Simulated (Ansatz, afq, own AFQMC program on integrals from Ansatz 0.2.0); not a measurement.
**H2 + Cl, doublet: a scan with AFQMC**

```xyz
3

H     0.0000    0.0000   -1.0520
H     0.0000    0.0000   -0.3070
Cl    0.0000    0.0000    1.3590
```

A hydrogen atom is moved from one rigid fragment to the other; the H1–H2 distance tells how far. The two fragments are held close together, so this isn't a minimum-energy path and the start is a compressed complex. Energies in kcal/mol count from this geometry (0.745 Å) at the same level; the start stands on UHF, each point on the determinant named.

Basis cc-pVTZ. Noble-gas cores (and the filled d shells of Ga–Kr and In–Xe) are frozen. Integrals, coupled cluster, full CI and functionals: Ansatz 0.2.0; the random walks run on the same integrals in our own AFQMC program. The CISD trial takes its coefficients from CCSD amplitudes. Released means that phaseless walkers are propagated on without the constraint, phases kept. Uncertainties: one standard error, sampling alone.

| r(H1–H2) / Å | det. | T1 | weight | ⟨S²⟩ | CCSD(T) | ph-AFQMC/CISD | released AFQMC | CCSDT(Q) | B3LYP | PBE |
| --- | --- | --- | --- | --- | --- | --- | --- | --- | --- | --- |
| 0.835 | UHF | 0.015 | 0.91 | 0.79 | 0.5 | 0.5 ± 0.09 | 0.5 ± 0.09 | 0.5 | -0.3 | -1.6 |
| 0.880 | UHF | 0.015 | 0.91 | 0.79 | 1.2 | 1.2 ± 0.08 | 1.1 ± 0.09 | 1.1 | 0.3 | -1.5 |
| 0.926 | UHF | 0.015 | 0.91 | 0.79 | 1.7 | 1.6 ± 0.09 | 1.7 ± 0.1 | 1.7 | 1.0 | -1.2 |
| 0.971 | UHF | 0.014 | 0.91 | 0.79 | 2.0 | 1.8 ± 0.08 | 1.8 ± 0.09 | 2.0 | 1.7 | -0.8 |
| 1.061 | UHF | 0.012 | 0.91 | 0.77 | 2.0 | 1.8 ± 0.08 | – | 2.0 | 3.1 | 0.5 |

Weight is that of the determinant in the CISD state; at the start T1 is 0.013 and the weight 0.91, and ⟨S²⟩ is 0.77. A dash marks a missing value, a released energy that hasn't settled or a functional that sits on another state. Largest departures from CCSDT(Q), at the points where its series has closed: CCSD(T) 0.0 kcal/mol at 0.926 (on UHF), ph-AFQMC/CISD -0.3 kcal/mol at 1.061 (on UHF), released AFQMC -0.1 kcal/mol at 0.971 (on UHF) (within the noise), B3LYP 1.1 kcal/mol at 1.061, PBE -2.9 kcal/mol at 0.926. Functionals count only at points shown to share the start's state and spin.

Some points may be missing: those where a free walk finds a much lower state, and past Zn most of those on another determinant than at the start.

CCSDT and higher add their correlation energy to the determinant of the CCSD(T) run, since their own runs factorise the integrals more tightly (a shift of under 2 meV). A walk keeps the symmetry of its determinant, which the program's search chose and which needn't be the lowest solution, so a lower state of the same spin and another symmetry isn't excluded. Released energies are given only where the last usable release times agree within the noise; a slower fall can still hide under it.
